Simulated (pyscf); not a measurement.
**Four-centre exchange: HO–Cd–OH + H₂S -> HO–Cd–SH + H₂O**

Gas phase, singlet surface, charge 0. Bonds broken: Cd1–O2, S6–H7. Bonds formed: Cd1–S6, O2–H7. Structures and frequencies: ωB97X-D3(BJ)/def2-SVP in PySCF.

Transition state (Å):

```xyz
8

Cd     0.4017    -0.9022     0.7421
O     -0.5088     0.5536    -0.4246
O      1.4688    -2.4694     1.3096
H     -0.0378     1.0923    -1.0710
H      1.8647    -2.9324     0.5623
S     -1.1775     0.6748     2.2875
H     -1.0416     1.0051     0.8485
H     -2.2940    -0.0612     2.1220
```

One imaginary mode, 495i cm⁻¹; descent along it reached the two sides named, in the forms told below.

| bond | change | reactant side (Å) | saddle | product side |
|---|---|---|---|---|
| Cd1–O2 | breaks | 1.999 | 2.076 | 2.515 |
| S6–H7 | breaks | 1.361 | 1.483 | 2.552 |
| Cd1–S6 | forms | 2.9 | 2.7 | 2.366 |
| O2–H7 | forms | 1.995 | 1.452 | 0.974 |

Electronic energies relative to the separated reactants (kcal/mol):

```json
[
 {"level": "ωB97X-D3(BJ)/def2-TZVP", "barrier": "-7.0", "reaction energy": "-23.2", "reverse barrier": "16.2"},
 {"level": "PBE/def2-TZVP", "barrier": "-5.7", "reaction energy": "-19.8", "reverse barrier": "14.2"},
 {"level": "r²SCAN/def2-TZVP", "barrier": "-6.6", "reaction energy": "-20.4", "reverse barrier": "13.7"},
 {"level": "B3LYP-D3(BJ)/def2-TZVP", "barrier": "-4.7", "reaction energy": "-20.5", "reverse barrier": "15.8"},
 {"level": "PBE0-D3(BJ)/def2-TZVP", "barrier": "-6.8", "reaction energy": "-22.6", "reverse barrier": "15.8"},
 {"level": "M06-2X/def2-TZVP", "barrier": "-7.1", "reaction energy": "-21.9", "reverse barrier": "14.8"},
 {"level": "ωB97M-D3(BJ)/def2-TZVP", "barrier": "-4.0", "reaction energy": "-21.0", "reverse barrier": "17.0"},
 {"level": "HF/def2-TZVP", "barrier": "5.1", "reaction energy": "-23.0", "reverse barrier": "28.1"}
]
```

With ωB97M-D3(BJ)/def2-TZVP energies and thermal terms (ideal gas, 1 atm, RRHO with modes under 100 cm⁻¹ raised to 100, one conformer, R ln 2 for chiral ones without a mode under 150 cm⁻¹), in kcal/mol:

| T (K) | ΔH‡ | ΔG‡ | ΔH | ΔG |
|---|---|---|---|---|
| 298 | -4.5 | 5.4 | -19.3 | -19.5 |
| 600 | -4.1 | 15.3 | -19.2 | -19.8 |
| 900 | -3.4 | 24.9 | -19.3 | -20.1 |
| 1200 | -2.7 | 34.2 | -19.4 | -20.4 |

On the reactant side the descent ends in an adduct with a Cd–S contact, 11.0 kcal/mol under the separated species and 4.0 kcal/mol under the saddle at ωB97X-D3(BJ)/def2-TZVP. On the product side the descent ends in a bound adduct, 10.6 kcal/mol under the separated species and 26.8 kcal/mol under the saddle at ωB97X-D3(BJ)/def2-TZVP. At ωB97X-D3(BJ)/def2-TZVP, PBE, r²SCAN, B3LYP-D3(BJ), PBE0-D3(BJ), M06-2X, ωB97M-D3(BJ) the saddle lies under the separated reactants, which points to a path from their complex (located at ωB97X-D3(BJ) alone). What is counted as formed (Cd–S) is already present as a longer contact in the reactant adduct; forming that adduct is a step of its own. One saddle was located; it need not be the lowest between these sides. Elements past Kr carry the def2 core potentials, without spin-orbit coupling.
